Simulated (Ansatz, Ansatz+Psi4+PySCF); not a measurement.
```xyz
2

N     0.0000    0.0000   -0.6094
O     0.0000    0.0000    0.5333
```

Basis set: cc-pVTZ (spherical functions). Frozen core: 2 orbitals. Correlation on ROHF uses semicanonical orbitals with singles. Charge 0, multiplicity 2.

Computed with Ansatz (development build ahead of 0.2.0); free ground-state atoms in the same class of orbitals, no zero-point energy, no relativity.

The atomization energy of doublet NO from measured heats of formation, zero-point and thermal terms removed is 6.622 eV (G2/97 set, Curtiss et al., J. Chem. Phys. 106, 1063 (1997), as shipped with ASE); it holds spin-orbit and other relativistic effects.

(1) How far do ROHF-CCSD(T), ROHF-CCSD, UHF-CCSD(T), UHF-CCSD, ROHF-MP2, UHF-MP2 miss it in this basis?

Results:

(1)

| method | atomization energy (eV) | computed − measured (eV) |
| --- | --- | --- |
| ROHF-CCSD(T) | 6.212 | -0.410 |
| ROHF-CCSD | 5.845 | -0.777 |
| UHF-CCSD(T) | 6.202 | -0.420 |
| UHF-CCSD | 5.847 | -0.775 |
| ROHF-MP2 | 6.733 | 0.111 |
| UHF-MP2 | 6.581 | -0.041 |

Caution for ROHF-MP2, UHF-MP2: forces differ strongly between restricted and unrestricted references.
